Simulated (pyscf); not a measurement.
`[O]=[P][OH]` + `[H][H]` → `[OH][PH][OH]` (addition across a multiple bond or ene-type step; singlet surface; H–H broken, H–O, H–P formed). Optimised with ωB97X-D3(BJ)/def2-SVP in PySCF. Energies in kJ/mol from the separated reactants.

```
level                      barrier  reaction energy
----------------------  ----------  ---------------
ωB97X-D3(BJ)/def2-TZVP       200.8            -45.2
r²SCAN/def2-TZVP             187.9            -37.0
B3LYP-D3(BJ)/def2-TZVP       202.6            -31.7
PBE0-D3(BJ)/def2-TZVP        180.2            -53.1
M06-2X/def2-TZVP        (withheld)            -43.9
HF/def2-TZVP            (withheld)       (withheld)
```

### Question
Some entries are withheld; supply them.

### Answer

- M06-2X/def2-TZVP, barrier: 202.4
- HF/def2-TZVP, barrier: 245.6
- HF/def2-TZVP, reaction energy: -56.8

The functionals in the table span 22.4 kJ/mol in this barrier, from PBE0-D3(BJ) to B3LYP-D3(BJ). On the product side the descent ends in a point that may be a rotor saddle (no frequency run), 4.7 kJ/mol over the lowest minimum found and 241.3 kJ/mol under the saddle at ωB97X-D3(BJ)/def2-TZVP. At the saddle there is also a short H–P contact that neither side keeps. One saddle was located; it need not be the lowest between these sides.
